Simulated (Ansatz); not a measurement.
Relaxed structures of BSiH$_{4}$O (charge +1), singlet (PBE0-D4/def2-TZVP; forces vanish, vibrations not checked; lower isomers may exist, and structures with a doubtful reference or unclear bonds are left out; Å). Computed with Ansatz 0.2.0 (basis: def2-TZVPP); correlated methods freeze the cores.

Question: Rank them by CCSD(T) energy, lowest first, and give each one's height above the lowest. Links in brackets join atoms within 1.22 times the sum of their covalent radii (1.1 for two metals). (An estimate is asked for; the value comes from the calculation.)
A.
BSiH₄O ([BH2][OH][SiH]), total charge +1
```
7
angstrom
B -1.1570 0.0802 -0.5462
O -0.0994 0.4295 0.3481
Si 1.5699 -0.3746 0.6983
H -0.9590 -0.8901 -1.1895
H -2.0944 0.8019 -0.5309
H -0.2750 1.2299 0.8717
H 1.2106 -1.4206 -0.3312
```
B.
BSiH₄O ([BH2][Si][OH2]), total charge +1
```
7
angstrom
B -1.3193 0.2429 -0.6529
O 1.2015 -0.2512 0.5971
Si -0.2140 -1.3366 0.0124
H -1.2388 0.5994 -1.7906
H -2.1259 0.7597 0.0614
H 1.3108 0.7127 0.5662
H 1.9793 -0.6635 1.0052
```
C.
BSiH₄O ([OH2][B][SiH2]), total charge +1
```
7
angstrom
B -0.1671 0.0261 -0.0829
O -1.4104 0.2197 -0.6987
Si 1.4312 -0.2229 0.7091
H -1.5267 0.2649 -1.6692
H -2.2457 0.3227 -0.1994
H 2.2257 0.9672 1.0506
H 1.8628 -1.6040 0.9745
```
D.
BSiH₄O ([BH2][O][SiH2]), total charge +1
```
7
angstrom
B -1.3317 0.2078 -0.6597
O -0.1000 0.0155 -0.0497
Si 1.2757 -0.1991 0.6319
H -1.3296 0.2427 -1.8455
H -2.2642 0.3182 0.0654
H 2.0571 0.9975 0.9671
H 1.6927 -1.5826 0.8904
```
E.
BSiH₄O ([BH][O][SiH3]), total charge +1
```
7
angstrom
B -1.3906 0.2038 -0.5121
O -0.3434 0.0303 0.0805
Si 1.1960 -0.2247 0.9528
H 0.7440 -0.2436 2.3511
H -2.4014 0.3712 -1.0841
H 1.9689 0.9553 0.5402
H 1.6394 -1.5123 0.4002
```

Answer: By the calculation: E (0.0 kJ/mol), D (76.5 kJ/mol), A (171.3 kJ/mol), B (315.2 kJ/mol), C (412.7 kJ/mol). Heights count from the lowest.

The T1 diagnostic stays at or below 0.017. The restricted Hartree–Fock reference is unstable towards an unrestricted one at one or more of these structures.

For scale, one of the runs: CCSD(T)/def2-TZVPP, 160 basis functions, launched by `ansatz run in.yaml --threads 2 --pin off --events-out ev --progress --plain --max-ram 4352MiB`. The run took 12 s on 2 CPU threads of an Intel Xeon Platinum 8488C (shared host), with 1.1 GiB of host memory at its peak.
